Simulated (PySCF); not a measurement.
Compound: propylene oxide, C3H6O.
Numbering: `[CH3:1][C@@H:2]1[CH2:3][O:4]1` (hydrogens: H5, H6, H7 on C1; H8 on C2; H9, H10 on C3)

Computed by this run: PBE0-D3(BJ)/def2-TZVP geometry optimisation, gas phase (PySCF 2.14.0); density fitting, grid level 2; the optimiser is geomeTRIC in internal coordinates, started from a GFN2-xTB structure with every atom displaced at random (about 0.01 Å).

Step 0: E = -5250.7784 eV
```
atom  x, y, z in Å  |  force x, y, z in eV/Å
C1     -1.6913    0.2305   -0.1878    0.014   1.816  -0.288
C2     -0.2080    0.3816   -0.2050    0.293  -0.248  -0.430
C3      0.6281   -0.5683    0.5007    0.784  -1.059   0.187
O4      0.4728    0.7202    0.9960   -0.556   0.931   0.367
H5     -2.0404   -0.1754    0.7368   -0.178  -0.420   0.654
H6     -2.0295   -0.3685   -1.0158   -0.108  -0.385  -0.371
H7     -2.1517    1.2369   -0.3034    0.093  -0.545   0.069
H8      0.2298    0.8658   -1.0875   -0.208  -0.134   0.195
H9      0.1778   -1.3606    1.1106   -0.024   0.144  -0.241
H10     1.6406   -0.7900    0.1620   -0.110  -0.101  -0.142
```

Step 1: E = -5250.8262 eV
```
atom  x, y, z in Å  |  force x, y, z in eV/Å
C1     -1.6944    0.2592   -0.2029    0.023  -0.359   0.179
C2     -0.2036    0.3499   -0.2243    0.243   0.293  -0.159
C3      0.6495   -0.5797    0.5124    0.000   0.278  -0.313
O4      0.3877    0.7245    1.0109    0.160  -0.144   0.103
H5     -1.9899   -0.1340    0.7796   -0.099   0.080  -0.241
H6     -2.0766   -0.4114   -0.9834    0.056   0.169   0.079
H7     -2.1295    1.2508   -0.3312   -0.103  -0.006  -0.015
H8      0.2430    0.8709   -1.0766   -0.094  -0.144   0.053
H9      0.1684   -1.3924    1.0329   -0.082  -0.213   0.300
H10     1.6737   -0.7655    0.1894   -0.103   0.045   0.015
```

Question: Estimate the geometry and energy of step 2. (The exact step hangs on the optimiser's Hessian estimate; all steps are aligned on step 1, rigid shifts and turns removed.)

Answer: E = -5250.8397 eV, largest force 0.348 eV/Å
```
atom  x, y, z in Å  |  force x, y, z in eV/Å
C1     -1.6882    0.2567   -0.1983    0.038   0.088   0.006
C2     -0.1953    0.3731   -0.2257   -0.135  -0.182   0.264
C3      0.6327   -0.5802    0.5072    0.218   0.045  -0.048
O4      0.4182    0.7274    1.0086    0.004   0.040  -0.028
H5     -2.0051   -0.1564    0.7624    0.007   0.003  -0.048
H6     -2.0517   -0.3971   -0.9948    0.024   0.030  -0.040
H7     -2.1513    1.2380   -0.3175   -0.058   0.008  -0.013
H8      0.2482    0.8772   -1.0839   -0.040  -0.074  -0.021
H9      0.1756   -1.3841    1.0816   -0.101   0.051  -0.068
H10     1.6449   -0.7823    0.1672    0.042  -0.010  -0.003
```

The energy changes by -0.0135 eV. The first-order estimate −F·Δx gives -0.0378 eV and the mean of the old and new forces, exact on a quadratic surface, -0.0135 eV. The step makes an angle of 65° with the force vector and moves no atom by more than 0.050 Å.

The cost below is that of the whole optimisation. Time: 77 s wall; peak memory 0.69 GiB. Hardware: Arm Neoverse V2, one thread, shared host with 96 logical CPUs at a one-minute load of 38.
